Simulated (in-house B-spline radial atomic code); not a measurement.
Values are calculated unless marked as measured or tabulated.
## Stopping and range of 2 keV Mg in Si

The pair potential comes from two frozen, spherical free-atom densities (PBE, B-spline radial code, scalar-relativistic past argon): electrostatics plus the change in Thomas-Fermi kinetic and Dirac exchange energy where they overlap, the recipe behind the universal ZBL potential, which averages such potentials (from solid-state densities) over many pairs. It is written V = (Z1 Z2 e²/r) φ(r/a), with e² = 14.3996 eV·Å and a = 0.46850 Å/(Z1^0.23 + Z2^0.23); ZBL's fit is φ = 0.18175 e^(−3.1998x) + 0.50986 e^(−0.94229x) + 0.28022 e^(−0.4029x) + 0.02817 e^(−0.20162x). Where φ falls below 4e-4 it is continued as an exponential.

The target is taken as amorphous, with density 2.329 g/cm³ (NSM archive of the Ioffe Institute); channelling is ignored. Masses: Mg 24.3, Si 28.09 u. Nuclear stopping is S_n = 4π a Z1 Z2 e² M1/(M1 + M2) × s_n(ε), with s_n integrated over impact parameters for each pair. Electronic stopping is Lindhard and Scharff's S_e = Z1^(1/6) 8π e² a0 Z1 Z2/(Z1^(2/3) + Z2^(2/3))^(3/2) × v/v0, with a0 = 0.529177 Å and v = v0 at 24.801 keV/u; it misses the oscillations with Z1 seen in experiment, which reach tens of per cent. Compounds add by atom fraction.

```tsv
target atom	a (Å)	ε at this energy	s_n, this pair	s_n, ZBL potential
Si	0.12993	0.05759	0.3063	0.2842
```

(1) What are the atom density and the stopping powers at entry?

Along the track:

```json
{"E (keV)": "0.1", "N S_n (eV/nm)": "91.8", "N S_e (eV/nm)": "8.52"}
{"E (keV)": "0.3", "N S_n (eV/nm)": "146", "N S_e (eV/nm)": "14.8"}
{"E (keV)": "0.6", "N S_n (eV/nm)": "191", "N S_e (eV/nm)": "20.9"}
{"E (keV)": "1", "N S_n (eV/nm)": "229", "N S_e (eV/nm)": "27"}
{"E (keV)": "1.5", "N S_n (eV/nm)": "260", "N S_e (eV/nm)": "33"}
{"E (keV)": "2", "N S_n (eV/nm)": "280", "N S_e (eV/nm)": "38.1"}
```

(2) Estimate the path length and the projected range.

Results:

(1) N = 2.329 × 0.602214/28.09 = 0.04993 atoms/Å³. For Si: S_n = 1832 × 0.3063 = 561.1 eV·Å², S_e = 1.7071 × √2000 = 76.35 eV·Å². Averaged over the target's atoms and times N × 10 Å/nm, the ion loses N S_n = 280 eV/nm to recoils and N S_e = 38.1 eV/nm to electrons; the nuclear share is 88 %.

(2) With continuous slowing down the path is the integral of dE/(N (S_n + S_e)). Trapezoids over the table give 8.45 nm, and the stretch below the first row, with stopping taken as √E, adds 2E/(N S) = 2 nm: 10.4 nm in all, against 9.88 nm on a fine grid from 5 eV, a cut that itself drops some per cent of so short a path. Deflections shorten the depth: to first order in the energy passed on, N (S_n + S_e) dR_p/dE = 1 − N S_n (M2/M1) R_p/(2E), summed over the target's atoms, and integrating this on the fine grid gives R_p = 5.37 nm, 0.54 of the path. Lindhard's rule of thumb R/(1 + M2/3M1), with mean M2/M1 = 1.16, gives 7.13 nm. On the ZBL potential the same equation gives 5.67 nm, and the full integral equation, which keeps hard collisions, 5.94 nm.
